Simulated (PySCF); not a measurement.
# C2HClF2 (SMILES FC(F)=CCl): B2PLYP/6-31G(d) (spherical functions)

What is the energy change on altering one bond length of C2HClF2 at B2PLYP/6-31G* (spherical functions)? 

The calculation is run with PySCF 2.14.0.

3 further runs of the same task are left out: 3 set aside as unsound or not needed.

### 1 The structure to begin with

C2HClF2: 6 atoms, total charge 0, spin state singlet. SMILES: `FC(F)=CCl`. Geometry: relaxed at PBE0-D4/def2-TZVP.

Bond lengths: F1–C2 1.312 Å, C2–F3 1.305 Å, C2–C4 1.321 Å, C4–Cl5 1.706 Å, C4–H6 1.079 Å. Angles: F1–C2–F3 111.1°, F1–C2–C4 123.1°, F3–C2–C4 125.8°, C2–C4–Cl5 122.3°, C2–C4–H6 120.1°, Cl5–C4–H6 117.5°.

### 2 A single-point energy at B2PLYP/6-31G(d) (spherical functions)

input.xyz reads:

```xyz
6
C2HClF2
F      0.901010    -0.810380     1.342040
C      0.267650    -0.562200     0.220370
F      0.192510    -1.632620    -0.522730
C     -0.218360     0.626770    -0.086550
Cl    -1.039010     0.926430    -1.552100
H     -0.103800     1.452000     0.598970
```

input.py reads:

```python
from pyscf import gto, dft, mp

mol = gto.M(
    atom='input.xyz',
    basis='6-31g*',
    verbose=3,
    spin=0,
    max_memory=1860,
)

mf = dft.RKS(mol, xc='0.53*HF + 0.47*B88, 0.73*LYP')
mf.conv_tol = 1e-10
mf.grids.level = 5
mf.kernel()
if not mf.converged:
    mf = mf.newton().run(mf.mo_coeff, mf.mo_occ)

pt = mp.MP2(mf, frozen=9).run()
e_tot = mf.e_tot + 0.27 * pt.e_corr
print('PT2 part  %.8f' % (0.27 * pt.e_corr))
print('E = %.10f Eh' % e_tot)
```

The run is started by

```console
$ OMP_NUM_THREADS=1 python input.py
```

The log of the run:

```text
converged SCF energy = -736.00948326182
E(RMP2) = -736.877139401308  E_corr = -0.867656139488208
E(SCS-RMP2) = -736.8446395964  E_corr = -0.835156334580234
PT2 part  -0.23426716
E = -736.2437504195 Eh
```

It took 14 s on 1 thread of Intel Xeon at 2.70GHz, shared host; peak memory 0.39 GiB.

### 3 The distorted shape, same level

start.xyz reads:

```xyz
6

F      0.973904    -0.988707     1.388073
C      0.340544    -0.740527     0.266403
F      0.265404    -1.810947    -0.476697
C     -0.218360     0.626770    -0.086550
Cl    -1.039010     0.926430    -1.552100
H     -0.103800     1.452000     0.598970
```

job.py reads:

```python
from pyscf import gto, dft, mp

mol = gto.M(
    atom='start.xyz',
    verbose=3,
    max_memory=1860,
    basis='6-31g*',
)

mf = dft.RKS(mol)
mf.xc = '0.53*HF + 0.47*B88, 0.73*LYP'
mf.conv_tol = 1e-10
mf.grids.level = 5
mf.kernel()
if not mf.converged:
    mf = mf.newton().run(mf.mo_coeff, mf.mo_occ)

pt = mp.MP2(mf, frozen=9).run()
e_final = mf.e_tot + 0.27 * pt.e_corr
print('PT2 part  %.8f' % (0.27 * pt.e_corr))
print('Final energy', e_final)
```

The run is started by

```console
$ OMP_NUM_THREADS=1 python job.py
```

The log of the run:

```text
converged SCF energy = -735.973688665714
E(RMP2) = -736.86716690597  E_corr = -0.89347824025668
E(SCS-RMP2) = -736.834948289327  E_corr = -0.861259623612995
PT2 part  -0.24123912
Final energy -736.2149277905828
```

Wall time 15 s (1 thread of Intel Xeon at 2.70GHz, shared host); peak memory 0.39 GiB.

### 4 Outcome

At B2PLYP/6-31G* (spherical functions), 9 core orbitals frozen:

```
                                                         quantity          value
                                        first shape: total energy  -736.24375 Eh
                            first shape: dipole moment (SCF part)         1.10 D
                   first shape: HOMO energy (SCF part's orbitals)       -8.31 eV
                   first shape: LUMO energy (SCF part's orbitals)        2.13 eV
                 first shape: HOMO–LUMO gap (SCF part's orbitals)       10.45 eV
                                    distorted shape: total energy  -736.21493 Eh
                        distorted shape: dipole moment (SCF part)         1.03 D
               distorted shape: HOMO energy (SCF part's orbitals)       -7.56 eV
               distorted shape: LUMO energy (SCF part's orbitals)        0.95 eV
             distorted shape: HOMO–LUMO gap (SCF part's orbitals)        8.52 eV
energy change with the C2–C4 bond stretched from 1.321 to 1.519 Å       0.784 eV
```

In words: With the C2–C4 bond stretched from 1.321 to 1.519 Å the energy rises by 0.78 eV (18.1 kcal/mol). The first shape isn't relaxed at this level, so the change isn't measured from a minimum. Mulliken charges (first shape) run from -0.43 on C4 to +0.78 on C2; they depend strongly on the basis. Mulliken charges (distorted shape) run from -0.41 on C4 to +0.72 on C2.
